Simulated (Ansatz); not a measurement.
System: fluorite CeO2. Method: r²SCAN (Ansatz, a program for electronic structure, PAW).

A relaxed, unreconstructed slab of the (111) face has 18 atoms, two equal faces of 12.802 Å² each and an energy of -46395.5343 eV. A bulk cell of 9 atoms with the same orientation and in-plane k mesh has -23198.4573 eV. Energies are extrapolated to zero smearing.

Numerical settings: plane-wave cutoff 500 eV, 12×12×1 k mesh (along the axes of the cell as run), gaussian smearing 0.02 eV, scalar-relativistic PAW data made under PBE.

Worked out: γ = (E_slab − N E_bulk per atom)/2A = [-46395.5343 − 18 × (-23198.4573/9)]/(2 × 12.802) = 0.0539 eV/Å². With 16.022 J/m² per eV/Å² this is 0.86 J/m², or 0.69 eV per surface cell and face.
